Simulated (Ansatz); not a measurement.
`C[B]C`• → `[CH2]BC`•  (isomerisation)

Gas-phase electronic energies from Ansatz, PBE0-D4/def2-TZVP geometries. CCSD(T)/CBS adds triple-zeta CCSD(T) − MP2 to the extrapolated MP2 energy (def2 sets, frozen cores). This one scheme is used for every species. Functionals use def2-TZVPP. Open shells (•) are unrestricted, without spin–orbit coupling.

CCSD(T)/CBS gives -31.6 kJ/mol.

Question: Another level gave -24.7 kJ/mol. Which?
A. r2SCAN-D4/def2-TZVPP
B. ωB97M-V/def2-TZVPP
C. LDA (SPW92)/def2-TZVPP
D. SCS-MP2/def2-TZVPP

Answer: A. r2SCAN-D4 -24.7, SCS-MP2/def2-TZVPP -32.2, LDA (SPW92) -7.8, ωB97M-V -36.4 kJ/mol.

Question: What do rigid-rotor, harmonic-oscillator terms from PBE0-D4/def2-TZVP frequencies (298.15 K, 1 bar) make of the CCSD(T)/CBS value? (An estimate is asked.)

Answer: The calculation gave: ΔZPE = -4.2 kJ/mol, ΔH = -35.9 kJ/mol, ΔS = -3 J/(mol·K), ΔG = -35.2 kJ/mol. Open shells count their whole term as degenerate.

Largest T1 diagnostic among the species: 0.012.

Leaving LDA and LC-ωPBE aside and taking each functional with its dispersion term where it has one, the values, not all of them listed here, spread over 20.8 kJ/mol, from BHLYP-D4 to PBE-D4. LDA lies +12.0 kJ/mol from PBE without D4. From PBE to PBE0 (25 % exact exchange), in def2-TZVPP and without D4, ΔE moves by −4.8 kJ/mol.
